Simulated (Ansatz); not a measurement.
Input file:

```yaml
crystal:
  periodic: [false, false, false]
  atoms:
    - {symbol: Al, position_ang: [0.000000, -0.167624, 1.297788]}
    - {symbol: Al, position_ang: [0.000000, 0.139384, -1.318990]}
    - {symbol: H, position_ang: [0.000000, 1.913948, 2.860692]}
    - {symbol: H, position_ang: [0.000000, -1.158018, -2.293117]}
basis:
  gaussian: {orbitals: 6-31G}
magnetization: {spin_polarized: true, initial_magnetization: 0}
correlation: {method: ccsdt_q, electrons: outside_noble_gas}
```

```sh
$ ansatz run in.yaml --threads 1 --pin off --events-out ev --progress --plain --max-ram 2393MiB
```

Log:

```
607 factors; integrals over basis functions are off by at most 1.9e-7 eV
mean field evaluation 1: about -13190.5772 eV, gradient 7.7e0 eV
mean field evaluation 2: about -13190.5781 eV, gradient 7.7e0 eV
mean field evaluation 4: about -13191.7412 eV, gradient 6.7e-1 eV
mean field evaluation 8: about -13191.7562 eV, gradient 1.3e-3 eV
mean field evaluation 16: about -13191.7776 eV, gradient 1.7e-1 eV
mean field evaluation 32: about -13192.1204 eV, gradient 2.0e-3 eV
mean field evaluation 64: about -13191.6179 eV, gradient 7.4e-1 eV
mean field evaluation 96: about -13191.7562 eV, gradient 5.3e-5 eV
mean field evaluation 128: about -13192.3412 eV, gradient 3.2e-6 eV
mean field evaluation 160: about -13189.8561 eV, gradient 4.1e0 eV
...
cycle  19  -2.76606476 eV  change    1.6e-6 eV  update   4.1e-5
cycle  20  -2.76606199 eV  change    2.8e-6 eV  update   2.3e-5
cycle  21  -2.76605989 eV  change    2.1e-6 eV  update   1.6e-5
cycle  22  -2.76604657 eV  change    1.3e-5 eV  update   1.1e-5
cycle  23  -2.76603206 eV  change    1.5e-5 eV  update   7.3e-6
cycle  24  -2.76602505 eV  change    7.0e-6 eV  update   4.2e-6
cycle  25  -2.76602067 eV  change    4.4e-6 eV  update   3.0e-6
cycle  26  -2.76601729 eV  change    3.4e-6 eV  update   2.0e-6
cycle  27  -2.76601671 eV  change    5.8e-7 eV  update   1.3e-6
cycle  28  -2.76601666 eV  change    5.8e-8 eV  update   7.5e-7
perturbative correction -0.01531638 eV, -0.0005628664 hartree
Total energy: -13195.12253777 eV, -484.9118092876 hartree
```

For the same geometry and basis full CI lies 2.8 meV lower.

Ran on 1 thread of Arm Neoverse V1, shared host: 7.5 s wall, 0.1 GiB peak host memory.
